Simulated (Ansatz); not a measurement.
C2H2, SMILES `C#C` (charge 0, multiplicity 1).

Computed with frozen-core CCSDT(Q)/cc-pVTZ // B3LYP-D3(BJ)/def2-TZVP in Ansatz (an electronic-structure program).

Ansatz 0.2 input:
```yaml
crystal:
  periodic: [false, false, false]
  atoms:
    - { symbol: C, position_ang: [-0.549039, 0.248142, 0.232441] }
    - { symbol: C, position_ang: [0.549041, 0.146626, -0.232443] }
    - { symbol: H, position_ang: [-1.52406, 0.338279, 0.645227] }
    - { symbol: H, position_ang: [1.524063, 0.056486, -0.645226] }
basis:
  gaussian: { orbitals: cc-pVTZ }
correlation:
  method: ccsdt_q
```

Output:

```
Functional definition: HF
1038 factors; integrals over basis functions are off by at most 2.4e-7 eV
mean field evaluation 1: about -2089.8134 eV, gradient 2.3e1 eV
mean field evaluation 2: about -2089.8171 eV, gradient 2.3e1 eV
mean field evaluation 4: about -2091.1825 eV, gradient 1.7e0 eV
mean field evaluation 8: about -2091.1923 eV, gradient 2.9e-5 eV
mean field evaluation 16: about -2091.1923 eV, gradient 1.0e-1 eV
mean field -2091.19230841 eV, -76.8498998731 hartree, gradient 1.3e-6 eV, S^2 0.000000; 0 other end points of the search recorded, 0 dependent functions left out
2 core orbitals not correlated
reference -2091.19230841 eV, -76.8498998731 hartree; 5, 5 occupied and 81, 81 virtual orbitals, 1038 factors
second order -8.40546325 eV of doubles, -0.00000000 eV of singles
cycle   1  -8.41683864 eV  change   -1.1e-2 eV  update   9.0e-2
cycle   2  -8.91297856 eV  change   -5.0e-1 eV  update   4.5e-2
cycle   3  -9.21836327 eV  change   -3.1e-1 eV  update   1.7e-2
cycle   4  -9.16948806 eV  change    4.9e-2 eV  update   4.9e-3
cycle   5  -9.17828974 eV  change   -8.8e-3 eV  update   2.5e-3
cycle   6  -9.18420210 eV  change   -5.9e-3 eV  update   8.5e-4
cycle   7  -9.18382147 eV  change    3.8e-4 eV  update   3.0e-4
cycle   8  -9.18355223 eV  change    2.7e-4 eV  update   9.1e-5
cycle   9  -9.18360485 eV  change   -5.3e-5 eV  update   3.2e-5
cycle  10  -9.18359908 eV  change    5.8e-6 eV  update   1.0e-5
cycle  11  -9.18359877 eV  change    3.2e-7 eV  update   4.1e-6
cycle  12  -9.18360796 eV  change   -9.2e-6 eV  update   1.5e-6
cycle  13  -9.18361036 eV  change   -2.4e-6 eV  update   4.8e-7
cycle  14  -9.18361079 eV  change   -4.3e-7 eV  update   1.4e-7
perturbative correction -0.03165631 eV, -0.0011633478 hartree
Total energy: -2100.40757551 eV, -77.1885546926 hartree
```
